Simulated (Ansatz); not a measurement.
**B3 (sextet): from Hartree-Fock to the top rungs, def2-QZVPP**

The task here is to estimate one member of a computed series from the others.

Program: Ansatz 0.2.0, Gaussian basis. Level of theory: def2-QZVPP, core rule «outside noble gas», up to 3 orbitals frozen. These are calculated values, not measurements.

To be run: UHF; ROHF; CCSD(T) on UHF.

## The geometry

The geometry is a PBE0/def2-TZVP stationary point (not a proven minimum) of the parent state, kept for this charge and spin.

3 atoms, charge 0, spin multiplicity 6.

Atoms are counted from 1 here; the program's logs count them from 0.

Bond lengths: B1–B2 1.522 Å, B2–B3 1.522 Å. Angles: B1–B2–B3 180.0°.

Geometry (Å):

```xyz
3
B3
B     0.0000    0.0000    1.5215
B     0.0000    0.0000    0.0000
B     0.0000    0.0000   -1.5215
```

Set-up of the first run:

The input, in.yaml:

```yaml
crystal:
  periodic: [false, false, false]
  atoms:
    - {symbol: B, position_ang: [0.000000, 0.000000, 1.521500]}
    - {symbol: B, position_ang: [0.000000, 0.000000, 0.000000]}
    - {symbol: B, position_ang: [0.000000, 0.000000, -1.521500]}
basis:
  gaussian: {orbitals: "def2-QZVPP.json"}
magnetization: {spin_polarized: true, initial_magnetization: 5}
hamiltonian: {xc: hf}
output: {orbitals: {seedname: orbitals}}
```

Started as:

```console
ansatz run in.yaml --threads 1 --pin off --events-out ev --progress --plain --max-ram 2393MiB
```

Among the steps run: UHF; ROHF; CCSD(T) on UHF.

One table of the session follows, with a row left open; its other results are not shown here.

| method | from UCCSD(T) (kcal/mol) |
| --- | --- |
| ROHF | +126.91 |
| UHF | +125.56 |
| UMP2 | +23.68 |
| UCCSD | ? |
| UCCSD(T) | 0 |

Q: Estimate the row for UCCSD from the others.

**Answer.** from UCCSD(T) (kcal/mol): +5.97. In the column «from UCCSD(T) (kcal/mol)» it lies between UCCSD(T) (0) and UMP2 (+23.68).
